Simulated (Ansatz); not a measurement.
**triplet SiH(-): levels of theory in one basis**

```yaml
atoms:
  - { symbol: Si, position_ang: [0.0000, 0.0000, -0.8501] }
  - { symbol: H, position_ang: [0.0000, 0.0000, 0.8501] }
```

Basis set: def2-SVP (spherical functions). Left uncorrelated: 5 orbitals. Correlation on ROHF uses semicanonical orbitals with singles. Charge -1, multiplicity 3.

Computed with Ansatz (development build ahead of 0.2.0); each method stands on the lowest determinant of its kind that the runs found.

```tsv
method	E − E(ROHF) (eV)	<S²> of the determinant
ROHF	0.00	–
UHF	-0.15	2.03
ROHF-MP2	-2.04	–
UHF-MP2	-2.02	2.03
```

(1) What does ROHF-CCSD(T) give on the same scale?

## Answers

(1) -2.66 eV.

Caution: no diffuse functions for an anion.
